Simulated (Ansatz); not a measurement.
Results of r²SCAN-D4 (Ansatz, a program for electronic structure, PAW) for HfO2 (P2₁/c, No. 14).

Numerical settings: plane-wave cutoff 560 eV, 8×8×8 k mesh, Fermi–Dirac smearing 0.01 eV, scalar-relativistic PAW data made under PBE.

The cell is scaled about its equilibrium volume:

Shape and atoms are relaxed at each volume.

| V (Å³/atom) | P (GPa) | direct gap at Γ (eV) | smallest gap on the k mesh (eV) |
|---|---|---|---|
| 11.009 | 7.02 | 5.117 | 4.895 |
| 11.238 | 3.56 | 5.038 | 4.704 |
| 11.467 | 0.00 | 5.038 | 4.606 |
| 11.697 | -3.90 | 5.076 | 4.597 |
| 11.926 | -7.71 | 5.095 | 4.606 |

The fundamental gap (4.61 eV at the equilibrium volume, with added k points) lies elsewhere than Γ–Γ.

Measured, for comparison: band gap 5.7 eV (temperature not stated, no zero-point or thermal correction, our sources range from 5.70 to 5.84; as tabulated in Choudhary et al. (2018), arXiv:1804.01032).

Note: the relaxation could not lower the start's symmetry, so the cell can be a saddle point above a distorted one; the bulk modulus comes from volumes at which shape and atoms were relaxed.

Spin–orbit coupling is not included.
